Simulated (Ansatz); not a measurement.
# Si3H7 (SMILES [SiH3][SiH][SiH3]): UB3LYP/6-31G(d) (spherical functions)

What is the vertical doublet–quartet gap of Si3H7 at UB3LYP/6-31G* (spherical functions)? 

The results are computed with Ansatz 0.2.0.

26 further runs of the same task are left out: 26 set aside as unsound or not needed. Runs told in other sessions of the task aren't counted.

## 1. The system as given

The species is Si3H7 (10 atoms), meant as a doublet with charge 0. SMILES: `[SiH3][SiH][SiH3]`. Geometry: relaxed at PBE0-D4/def2-TZVP.

Bond lengths: Si1–Si2 2.324 Å, Si2–Si3 2.324 Å, Si1–H4 1.487 Å, Si1–H5 1.487 Å, Si1–H6 1.490 Å, Si2–H7 1.491 Å, Si3–H8 1.487 Å, Si3–H9 1.490 Å, Si3–H10 1.487 Å. Some angles: Si1–Si2–Si3 117.3°, Si1–Si2–H7 113.2°, Si3–Si2–H7 113.2°, Si2–Si1–H4 108.6°, Si2–Si1–H5 110.1°, Si2–Si1–H6 112.2°, Si2–Si3–H8 108.6°, Si2–Si3–H9 112.2°, Si2–Si3–H10 110.1°, H4–Si1–H5 109.1°.

## 2. The energy at UB3LYP/6-31G(d) (spherical functions)

molecule.yaml

```yaml
crystal:
  periodic: [false, false, false]
  atoms:
    - {symbol: Si, position_ang: [-1.326900, 0.854900, -1.209200]}
    - {symbol: Si, position_ang: [0.719400, -0.131600, -0.719600]}
    - {symbol: Si, position_ang: [1.000400, -1.003300, 1.416100]}
    - {symbol: H, position_ang: [-2.411900, -0.065200, -0.777100]}
    - {symbol: H, position_ang: [-1.443700, 1.089800, -2.673000]}
    - {symbol: H, position_ang: [-1.505500, 2.157900, -0.508900]}
    - {symbol: H, position_ang: [1.885800, 0.672200, -1.184600]}
    - {symbol: H, position_ang: [-0.178100, -1.849500, 1.741300]}
    - {symbol: H, position_ang: [1.115000, 0.064100, 2.449300]}
    - {symbol: H, position_ang: [2.228500, -1.840300, 1.468800]}
basis:
  gaussian: {orbitals: 6-31G_st_-spherical.json}
magnetization: {spin_polarized: true, initial_magnetization: 1}
hamiltonian: {xc: {name: B3LYP}}
accuracy: high
output: {orbitals: {seedname: orbitals}}
```

The basis set 6-31G* is read from a file made from the Basis Set Exchange's data (not shown).

Run with:

```console
$ ansatz run molecule.yaml --threads 1 --pin off --max-ram 3480MiB --events-out events.jsonl --progress --plain --runs-dir runs
```

The program printed:

```text
Warning: RAYON_NUM_THREADS=1 ignored (pool sized by the plan → 1); use --threads N
Functional definition: B3LYP
  name "B3LYP"
  parameter a0 = 0.2
  parameter ax = 0.72
  parameter ac = 0.81
  exchange = (1 - a0 - ax)*slater_x + ax*b88_x + a0*exact_x
  correlation = (1 - ac)*vwn_rpa_c + ac*lyp_c
1540 factors; integrals over basis functions are off by at most 3.6e-9 eV
mean field evaluation 1: about -23744.8576 eV, gradient 7.9e0 eV
mean field evaluation 2: about -23745.3563 eV, gradient 3.4e0 eV
mean field evaluation 4: about -23745.4576 eV, gradient 1.6e-1 eV
mean field evaluation 8: about -23745.6229 eV, gradient 2.4e-2 eV
mean field evaluation 16: about -23745.6230 eV, gradient 9.9e-6 eV
mean field -23745.62295113 eV, -872.6355480927 hartree, gradient 1.1e-8 eV, S^2 0.752922; 0 other end points of the search recorded, 0 dependent functions left out
reference -23745.62300018 eV, -872.6355498952 hartree; 25, 24 occupied and 43, 44 virtual orbitals, 1540 factors
Total energy: -23745.62300018 eV, -872.6355498952 hartree
```

It took 13 s on 1 thread of Intel Xeon Platinum 8375C at 2.90GHz (Ice Lake), shared host; peak memory 0.35 GiB.

## 3. The quartet at the same level

run.yaml

```yaml
basis:
  gaussian:
    orbitals: 6-31G_st_-spherical.json
crystal:
  periodic: [false, false, false]
  atoms:
    - symbol: Si
      position_ang: [-1.326900, 0.854900, -1.209200]
    - symbol: Si
      position_ang: [0.719400, -0.131600, -0.719600]
    - symbol: Si
      position_ang: [1.000400, -1.003300, 1.416100]
    - symbol: H
      position_ang: [-2.411900, -0.065200, -0.777100]
    - symbol: H
      position_ang: [-1.443700, 1.089800, -2.673000]
    - symbol: H
      position_ang: [-1.505500, 2.157900, -0.508900]
    - symbol: H
      position_ang: [1.885800, 0.672200, -1.184600]
    - symbol: H
      position_ang: [-0.178100, -1.849500, 1.741300]
    - symbol: H
      position_ang: [1.115000, 0.064100, 2.449300]
    - symbol: H
      position_ang: [2.228500, -1.840300, 1.468800]
magnetization:
  spin_polarized: true
  initial_magnetization: 3
hamiltonian:
  xc: {name: B3LYP}
accuracy: high
output:
  orbitals: {seedname: orbitals}
```

The basis set 6-31G* is read from a file made from the Basis Set Exchange's data (not shown).

Run with:

```console
$ ansatz run run.yaml --threads 1 --pin off --max-ram 3480MiB --events-out events.jsonl --progress --plain --runs-dir runs
```

The program printed:

```text
Warning: RAYON_NUM_THREADS=1 ignored (pool sized by the plan → 1); use --threads N
Functional definition: B3LYP
  name "B3LYP"
  parameter a0 = 0.2
  parameter ax = 0.72
  parameter ac = 0.81
  exchange = (1 - a0 - ax)*slater_x + ax*b88_x + a0*exact_x
  correlation = (1 - ac)*vwn_rpa_c + ac*lyp_c
1540 factors; integrals over basis functions are off by at most 3.6e-9 eV
mean field evaluation 1: about -23738.7403 eV, gradient 7.9e0 eV
mean field evaluation 2: about -23739.2226 eV, gradient 3.7e0 eV
mean field evaluation 4: about -23739.3472 eV, gradient 2.4e-1 eV
mean field evaluation 8: about -23739.5481 eV, gradient 3.5e-2 eV
mean field evaluation 16: about -23739.5481 eV, gradient 7.4e-4 eV
mean field evaluation 32: about -23739.0678 eV, gradient 2.7e0 eV
mean field -23739.54810496 eV, -872.4123016135 hartree, gradient 6.7e-8 eV, S^2 3.754615; 4 other end points of the search recorded, 0 dependent functions left out
reference -23739.54815476 eV, -872.4123034439 hartree; 26, 23 occupied and 42, 45 virtual orbitals, 1540 factors
Total energy: -23739.54815476 eV, -872.4123034439 hartree
```

Run time: 17 s. Hardware: 1 thread of Intel Xeon Platinum 8375C at 2.90GHz (Ice Lake), shared host; peak memory 0.35 GiB.

## 4. Summary of results

At UB3LYP/6-31G* (spherical functions):

| quantity | value |
| --- | --- |
| doublet: total energy | -872.63555 Eh |
| doublet: HOMO energy (highest over α and β) | -5.73 eV |
| doublet: LUMO energy (lowest over α and β) | -3.00 eV |
| doublet: ⟨S²⟩ | 0.753 |
| quartet: total energy | -872.41230 Eh |
| quartet: HOMO energy (highest over α and β) | -1.97 eV |
| quartet: ⟨S²⟩ | 3.755 |
| vertical energy of the quartet above the doublet | 6.075 eV |

**Reading.** At this shape the quartet lies 6.07 eV (140 kcal/mol) above the doublet.
